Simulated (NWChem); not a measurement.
System: SO, triplet; SMILES O=S

NWChem input:

```
start job
memory heap 200 mb stack 900 mb global 1100 mb
geometry units angstroms noautosym nocenter noautoz
  O      0.000000     0.000000    -0.995398
  S      0.000000     0.000000     0.506377
end
basis spherical
  * library def2-svpd
end
dft
  odft
  mult 3
  xc bhlyp
  iterations 150
end
tddft
  cis
  nroots 8
end
task tddft energy
```

Coordinates come from a PBE0/def2-SVP, spin-unrestricted optimisation. No stability test was run on the SCF state.

Vertical excitations in the gas phase. Excited states of an open shell can be spin-contaminated.

Problem. Give the results of this calculation. (BHandHLYP/def2-SVPD, spin-unrestricted, TDA.) Quantities: lowest excitation (eV); oscillator strength of that lowest state; lowest empty minus highest occupied level, either spin (eV).

Solution. 
| Property | Result |
|---|---|
| lowest excitation (eV) | 4.37 |
| oscillator strength of that lowest state | 0.000 |
| lowest empty minus highest occupied level, either spin (eV) | 6.88 |
